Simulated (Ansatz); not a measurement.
Two structures of CH₈BN, closed shell, reached by relaxing down either side of one saddle point (PBE0-D4/def2-TZVP). Energies are electronic, without zero-point energy. Ansatz 0.2.0; basis: def2-TZVPP and def2-QZVPP; cores frozen in the correlated methods. Extrapolation: Hartree–Fock as exp(−7.88 √X), correlation as X^−2.97. First:

```json
{"atom": "B1", "x (Å)": "-0.5567", "y (Å)": "-0.1475", "z (Å)": "-0.4039"}
{"atom": "C2", "x (Å)": "0.7329", "y (Å)": "0.6779", "z (Å)": "-0.8879"}
{"atom": "H3", "x (Å)": "-0.7085", "y (Å)": "-1.2195", "z (Å)": "-0.9611"}
{"atom": "H4", "x (Å)": "-1.5884", "y (Å)": "0.4988", "z (Å)": "-0.3755"}
{"atom": "H5", "x (Å)": "-0.1870", "y (Å)": "0.2732", "z (Å)": "1.7463"}
{"atom": "N6", "x (Å)": "-0.3067", "y (Å)": "-0.5570", "z (Å)": "1.1734"}
{"atom": "H7", "x (Å)": "0.6161", "y (Å)": "0.9746", "z (Å)": "-1.9346"}
{"atom": "H8", "x (Å)": "0.8955", "y (Å)": "1.6076", "z (Å)": "-0.3258"}
{"atom": "H9", "x (Å)": "1.6668", "y (Å)": "0.1016", "z (Å)": "-0.8388"}
{"atom": "H10", "x (Å)": "-1.0932", "y (Å)": "-1.0838", "z (Å)": "1.5381"}
{"atom": "H11", "x (Å)": "0.5292", "y (Å)": "-1.1260", "z (Å)": "1.2696"}
```

Second:

```
11
angstrom
B -1.2746 -0.9976 0.0167
C 1.3835 1.3307 -0.8150
H -0.7563 -1.7070 -0.7963
H -2.0050 -0.1028 -0.2973
H 1.2071 0.8882 0.1652
N -1.0251 -1.2214 1.3609
H 0.6337 0.9644 -1.5158
H 1.3141 2.4159 -0.7428
H 2.3767 1.0524 -1.1671
H -1.4290 -0.6666 2.0962
H -0.4251 -1.9563 1.6951
```

(1) Which bonds change from the first to the second?

(2) Give the saddle point's structure and its height above each. (Judge from chemistry; the value comes from the calculation.)

The T1 diagnostic stays at or below 0.012.

Results:

(1) CH₅B ([BH2][CH3]) + NH₃ → BNH₄ ([BH2][NH2]) + CH₄; bonds formed: C2–H5; dative contacts that become bonds: B1–N6; bonds broken: B1–C2, H5–N6.

(2) By the calculation: 1.908 eV above the first and 2.338 eV above the second (CCSD(T) at an estimated basis limit (MP2 extrapolated from triple and quadruple zeta, plus CCSD(T) − MP2 in triple zeta)).
B1  (-0.607, -0.373, -0.320)
C2  (0.765, 0.792, -0.629)
H3  (-0.369, -1.310, -1.031)
H4  (-1.598, 0.268, -0.541)
H5  (0.400, 0.151, 0.515)
N6  (-0.396, -0.684, 1.208)
H7  (0.445, 0.865, -1.669)
H8  (0.728, 1.800, -0.208)
H9  (1.796, 0.428, -0.635)
H10  (-1.081, -0.328, 1.854)
H11  (-0.084, -1.608, 1.456)
(Å)

The step is the kind of exchange with an N–H group that builds nitride films in atomic layer and chemical vapour deposition.

Labels in which every atom is bracketed show which atoms are joined, not bond orders.

For scale, one of the runs: CCSD(T)/def2-TZVPP, 205 basis functions, launched by `ansatz run in.yaml --threads 2 --pin off --events-out ev --progress --plain --max-ram 4352MiB`. The run took 53 s on 2 CPU threads of an Arm Neoverse V1 (shared host), with 2.8 GiB of host memory at its peak.
